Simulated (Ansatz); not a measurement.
**[OH···H···H], doublet: transfer scan**

Starting geometry:

| atom | x (Å) | y (Å) | z (Å) |
| --- | --- | --- | --- |
| O | -0.1530 | -0.0491 | 0.0000 |
| H | -0.4023 | 0.8775 | 0.0000 |
| H | 0.8065 | -0.0491 | 0.0000 |
| H | 2.0240 | -0.0491 | 0.0000 |

From there H3 is moved from one fragment to the other while all else, the fragments' distance too, stays fixed; atoms are numbered as listed. Energies are in eV, counted from the starting geometry at the same level.

Basis cc-pVDZ; Ansatz 0.2.0. Only valence electrons are correlated (noble-gas cores frozen). Prefix R: restricted or restricted open-shell reference; prefix U: unrestricted. Active spaces: valence = (9e, 7o) chosen from the atoms' valence shells.

Runs in a small pair space aren't shown, since their orbitals change along the scan.

Full CI isn't at hand for all of this; UCCSDTQ serves as the reference, and is uncertain by about the last step of the cluster series. The frozen core follows each run's orbitals, which can shift R against U totals by a few meV.

```csv
distance O1-H3 (Å),UCCSDTQ,error UHF,error UMP2,error RCCSD(T),error UCCSD(T),error BCCD(T),error CASSCF (valence space)
0.960,0.000,0.000,0.000,0.000,0.000,0.000,0.000
1.027,0.063,0.100,0.031,0.002,0.002,0.002,0.033
1.162,0.394,0.222,0.200,0.007,0.006,0.006,0.098
1.297,0.538,0.040,0.350,0.005,0.004,0.004,0.093
1.432,0.539,-0.231,0.317,-0.001,-0.001,0.000,0.035
```

Errors are those of relative energies. In total energy the starting point itself misses UCCSDTQ by: UHF 6.000, UMP2 0.396, RCCSD(T) 0.019, UCCSD(T) 0.018, BCCD(T) 0.019, CASSCF (valence space) 4.583 eV.

Spread of the error over the points with a reference, to 1.432 Å (largest less smallest): BCCD(T) 0.007, UCCSD(T) 0.007, RCCSD(T) 0.008, CASSCF (valence space) 0.098, UMP2 0.350, UHF 0.453 eV.
